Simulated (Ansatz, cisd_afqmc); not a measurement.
Species: CH, charge 1, singlet. A triplet may lie lower; no result for it is given here. CH+ (parent SMILES [CH], singlet).
B3LYP-D3(BJ)/def2-TZVP minimum from Ansatz (a first-principles code):
```
C
H 1 1.1375
```
Charge +1, spin multiplicity 1.

Total energies in cc-pVDZ, 4 correlated electrons, 1 frozen orbitals. Radicals and triplets start from unrestricted determinants; spin-orbit coupling is neglected. Correlated methods leave the cores frozen. No relativity. AFQMC is phaseless with a CISD trial state; ± is one standard error, without the phaseless bias. Outlying blocks are dropped, and bars are widened where a walk drifts. Over all cases where full CI ran beside it in this data, AFQMC minus full CI had a median of +0.1 mEh and passed +0.4 mEh in a tenth of the cases. The restricted determinant of CH+ (parent SMILES [CH], singlet) is unstable towards broken spin symmetry in at least one set run.

```tsv
method	program	energy (Eh)	error against FCI (mEh)
HF	Ansatz	-37.90067	101.66
MP2	Ansatz	-37.96919	33.14
CCSD	Ansatz	-38.00041	1.92
CCSD(T)	Ansatz	-38.00182	0.50
CCSDT(Q)	Ansatz	-38.00229	0.03
CCSDTQ	Ansatz	-38.00233	0.00
AFQMC/CISD	cisd_afqmc	-38.0021 ± 0.0001	0.2 ± 0.1
FCI	Ansatz	-38.00233	0.00
```
